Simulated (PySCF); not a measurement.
Species: 4-chloro-1-butene, C₄H₇Cl.
SMILES with atom numbers: `[CH2:1]=[CH:2][CH2:3][CH2:4][Cl:5]` (hydrogens: H6, H7 on C1; H8 on C2; H9, H10 on C3; H11, H12 on C4)

Computed with core-valence-separated Tamm–Dancoff BHandHLYP/aug-pcX-1 (pcseg-1 on H, def2-SVPD on Cl) in PySCF, non-relativistic, gas phase, PBE0-D3(BJ)/def2-SVP geometry. BHandHLYP without relativity tends to put these K edges a few eV too low, so spacings mean more than positions.

**Question.** What does the C 1s absorption edge look like?

**Answer.** 
```tsv
E (eV)	f	core hole on	main final orbital	polarisation
282.54	0.0583	C1	LUMO (56 %)	normal to the local trigonal plane
282.72	0.0635	C2	LUMO (54 %)	normal to the local trigonal plane
285.01	0.0669	C4	spread	–
285.59	0.0049	C3	LUMO (79 %)	–
285.83	0.0101	C1	LUMO+2 (48 %)	in the local trigonal plane
286.01	0.0163	C2	LUMO+1 (52 %)	in the local trigonal plane
286.20	0.0271	C1	spread	in the local trigonal plane
286.24	0.0143	C3	LUMO+3 (34 %)	–
286.52	0.0275	C3	spread	–
287.04	0.0032	C1	spread	mixed
287.12	0.0014	C2	LUMO+2 (65 %)	mixed
287.13	0.0042	C1	LUMO+4 (47 %)	mixed
287.13	0.0026	C3	LUMO+1 (33 %)	–
287.26	0.0184	C4	LUMO+1 (30 %)	–
287.29	0.0028	C3	LUMO+3 (36 %)	–
287.32	0.0035	C2	LUMO+4 (52 %)	mixed
287.38	0.0005	C2	LUMO+3 (46 %)	–
287.63	0.0010	C3	LUMO+5 (37 %)	–
287.68	0.0314	C4	spread	–
```

The first line with a tenth or more of the strongest one's intensity is at 282.54 eV (f = 0.058), with the hole on C1 (terminal =CH2 carbon), polarised normal to the local trigonal plane: a 1s→π* resonance. The strongest listed is at 285.01 eV (f = 0.067; C4).

Roots within 0.03 eV whose holes lie on the same, on equivalent or on shared atoms are summed into one line, and the highest roots are left out, as the search may have cut off their partners. Final orbitals are the ground state's empty Kohn–Sham orbitals. A dash: too weak, shared between unlike atoms, or no plane or axis to refer to.

**Question.** What length of transition dipole belongs to the line at 286.20 eV?

**Answer.** From f = (2/3) ΔE |μ|² in atomic units, with ΔE = 10.518 Eh and f = 0.0271: |μ| = 0.062 au = 0.16 D.

The ionisation thresholds weren't computed; near and above them a finite basis only mimics Rydberg series and continuum.

Shape of the structure used: `[CH2:1]=[CH:2][CH2:3][CH2:4][Cl:5]`: C1–C2–C3–C4 117°, C2–C3–C4–Cl5 178°.

One conformer stands for the species.
